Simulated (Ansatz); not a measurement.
Species: hydrogen chloride, HCl (charge 0, singlet). SMILES: Cl
Geometry: optimised at B3LYP-D3(BJ)/def2-TZVP (Ansatz, a first-principles code).

Atomisation energy built up term by term with Ansatz (kcal/mol; UHF references for open shells; valence terms freeze the core; atomic spin-orbit terms are left out). CBS(X,Y): correlation extrapolated as X^-3; Hartree-Fock from the larger set (for Q and 5 zeta extrapolated as (X+1)exp(-9√X)).

```tsv
term	basis	kcal/mol
Hartree-Fock	CBS(cc-pV(Q+d)Z,cc-pV(5+d)Z)	___
CCSD correlation	CBS(cc-pV(Q+d)Z,cc-pV(5+d)Z)	28.81
(T)	CBS(cc-pV(Q+d)Z,cc-pV(5+d)Z)	___
CCSDT - CCSD(T)	cc-pV(D+d)Z	0.01
(Q)	cc-pV(D+d)Z	0.07
core correlation	cc-pwCVTZ	0.22
scalar relativity (X2C)	cc-pVTZ-DK against cc-pVTZ	-0.24
sum: De		___
```

Q: Some entries are withheld; supply them.

A: 
- Hartree-Fock, kcal/mol: 77.01
- (T), kcal/mol: 1.62
- sum: De, kcal/mol: 107.5
